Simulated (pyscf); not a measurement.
This saddle point was located with ωB97X-D3(BJ)/def2-SVP in PySCF.

```xyz
8

O      1.0528     0.2015    -1.5440
Ru     0.0788     0.1188    -0.2033
O      1.0074     0.6845     1.0432
O     -1.1971     1.1092    -0.5138
O     -0.1887    -1.6546    -0.4202
O     -1.1359    -0.7093     1.3724
H     -0.7631    -1.6661     0.5398
H     -0.7059    -0.6483     2.2367
```
Charge 0, spin multiplicity 1.

Surface: singlet, charge 0. Lowest wavenumbers (cm⁻¹): 1125i, 137, 291, 309, 355.

Name the species on either side of this saddle.

O=Ru(=O)(=O)=O (SMILES [O]=[Ru](=[O])(=[O])=[O]) + H₂O (SMILES O) ⇌ O=Ru(=O)(=O)(OH)–OH (SMILES [O]=[Ru](=[O])(=[O])([OH])[OH]), an addition across a multiple bond or ene-type step read from left to right: H–O broken and O–Ru, H–O formed. At ωB97M-D3(BJ)/def2-TZVP it lies +32.7 kcal/mol from the left side and +9.3 kcal/mol from the right (each side as separated species at their lowest minima found). On the reactant side the descent ends in a complex (not fully relaxed), 4.7 kcal/mol under the separated species and 36.9 kcal/mol under the saddle at ωB97X-D3(BJ)/def2-TZVP. This is the saddle that the search found; another between the same sides may lie lower. 2 of the closed-shell references are unstable towards spin polarisation; treat their single-reference values with care. Elements past Kr carry the def2 core potentials, without spin-orbit coupling.
